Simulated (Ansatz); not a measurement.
# BH2O (doublet): relaxing a cheap start

Aim: relax a generated start of BH2O (doublet) and see which bonds hold.

Computed with Ansatz 0.2.0, Gaussian basis. Level: UKS PBE0/def2-TZVP.

## (1) Where the work starts

4 atoms, charge 0, spin multiplicity 2.

Atoms are counted from 1 here; the program's logs count them from 0.

Bond lengths: B1–O2 1.238 Å, B1–H3 1.200 Å, B1–H4 1.200 Å. Angles: O2–B1–H3 125.9°, O2–B1–H4 125.9°, H3–B1–H4 108.2°.

Coordinates:

```xyz
4
charge 0, multiplicity 2
B    -0.6381   -0.0066   -0.0008
O     0.6002    0.0062    0.0008
H    -1.3519    0.9580   -0.0047
H    -1.3317   -0.9859    0.0011
```

The start was built by rule and, where that kept it together, relaxed with GFN2-xTB. Sticks and bond lists go by distance. 

## (2) Relaxation

The input, in.yaml:

```yaml
crystal:
  periodic: [false, false, false]
  atoms:
    - {symbol: B, position_ang: [-0.638082, -0.006618, -0.000848]}
    - {symbol: O, position_ang: [0.600226, 0.006225, 0.000798]}
    - {symbol: H, position_ang: [-1.351902, 0.958035, -0.004691]}
    - {symbol: H, position_ang: [-1.331748, -0.985869, 0.001126]}
basis:
  gaussian: {orbitals: def2-TZVP}
magnetization: {spin_polarized: true, initial_magnetization: 1}
hamiltonian: {xc: pbe0}
relax: {f_tol: 0.004, max_steps: 80}
```

Command:

```bash
ansatz run in.yaml --threads 1 --pin off --events-out ev --progress --plain --max-ram 1740MiB
```

Before running it: what results should come out? Wanted: energy gained; shift from the start; total energy; dipole moment; ⟨S²⟩.

As calculated:

```
                  quantity          value
                     steps              5
             energy gained       0.090 eV
shift from the start (rms)        0.070 Å
              total energy  -2752.7756 eV
             dipole moment         1.47 D
                      ⟨S²⟩          0.759
```

**Reading.** The bonds of the start are those of the end. B1–O2 went from 1.238 to 1.281 Å. No vibrations were run, so this is a stationary point, not a proven minimum, and this spin need not be the ground state's.
